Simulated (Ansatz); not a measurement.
# CCSD(T) forces

SiH3SCl (SMILES S[SiH2]Cl), singlet, displaced at random from a GFN2-xTB minimum.

```json
{"atom": "S1", "x (Å)": "-1.0928", "y (Å)": "-1.2700", "z (Å)": "-0.2735"}
{"atom": "Si2", "x (Å)": "0.5040", "y (Å)": "0.0861", "z (Å)": "0.2908"}
{"atom": "Cl3", "x (Å)": "-0.2019", "y (Å)": "1.9973", "z (Å)": "0.4089"}
{"atom": "H4", "x (Å)": "-1.6433", "y (Å)": "-0.4612", "z (Å)": "-1.2319"}
{"atom": "H5", "x (Å)": "1.5105", "y (Å)": "0.0349", "z (Å)": "-0.7650"}
{"atom": "H6", "x (Å)": "0.9319", "y (Å)": "-0.3960", "z (Å)": "1.5435"}
```

Program: Ansatz 0.2.0. Basis: def2-TZVPP. Cores are frozen in the correlated methods. B3LYP uses VWN-RPA correlation.

CCSD(T) forces from the calculation:
```csv
atom,Fx,Fy,Fz (eV/Å)
S1,-0.130,0.587,-0.240
Si2,-1.244,-0.251,-1.547
Cl3,0.035,0.246,0.108
H4,0.433,-0.385,0.490
H5,0.343,0.149,0.002
H6,0.564,-0.347,1.186
```

(1) Which atom feels the largest CCSD(T) force, and how large is it?

The T1 diagnostic stays at or below 0.010.

Results:

(1) Si2, 2.00 eV/Å, along (-0.62, -0.13, -0.77).

Root-mean-square difference of the force components from those of CCSD(T): PBE0-D4 0.071; wB97M-V 0.043; r2SCAN-D4 0.056; PBE-D4 0.164; BLYP-D4 0.190; B3LYP-D4 0.062 eV/Å.

For scale, one of the runs: CCSD(T)/def2-TZVPP forces, 168 basis functions (an equivalent command: `ansatz run in.yaml --threads 4`). The run took 61 s on 4 CPU threads (shared host), with 2.2 GiB of host memory at its peak.
